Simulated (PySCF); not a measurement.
**Stretching CS**

Set-up: PySCF, spin-free X2C with a Gaussian nucleus, basis sets C x2c-TZVPPall, S x2c-TZVPPall. Energies in eV from C + S in their ground configurations at the same level. State: ¹Σ⁺ (singlet), closed shell.

Curves on a restricted Hartree–Fock reference rise too fast on stretching and do not dissociate correctly.

All columns are RHF. A positive dipole means C(−)S(+).

```
R (Å)  E (eV)  μ (D)  Mulliken charge on C (basis-dependent)  HOMO (eV)  LUMO (eV)  Mayer bond order  ⟨S²⟩
1.317  -2.487   2.75                                   -0.19     -12.06       2.56              2.65  0.00
1.378  -3.503   2.45                                   -0.14     -12.31       2.30              2.62  0.00
1.439  -4.038   2.12                                   -0.10     -12.53       2.03              2.59  0.00
1.485  -4.202   1.88                                   -0.08     -12.67       1.82              2.56  0.00
1.531  -4.209   1.63                                   -0.05     -12.60       1.61              2.54  0.00
1.577  -4.092   1.37                                   -0.03     -12.35       1.40              2.51  0.00
1.638  -3.791   1.03                                    0.00     -12.04       1.13              2.48  0.00
1.715  -3.251   0.61                                    0.04     -11.69       0.79              2.43  0.00
1.807  -2.457   0.11                                    0.09     -11.30       0.40              2.37  0.00
1.929  -1.288  -0.55                                    0.14     -10.85      -0.07              2.27  0.00
```

A fit through these points gives, at Re = 1.510 Å, μ = 1.74 D and dμ/dR = -5.46 D/Å; the reduced mass is 8.725 u.

**Question.** How strong is the fundamental in the double-harmonic approximation, I = 42.26·(dμ/dR)²/μred km/mol?

**Answer.** I = 42.26·(-5.46)²/8.725 = 144 km/mol at RHF.

Where the molecule has an RHF reference, its open-shell atoms are computed with UHF. Hartree–Fock leaves out correlation, which carries a large part of most bond energies and some tenths to 1 eV of ionisation energies.
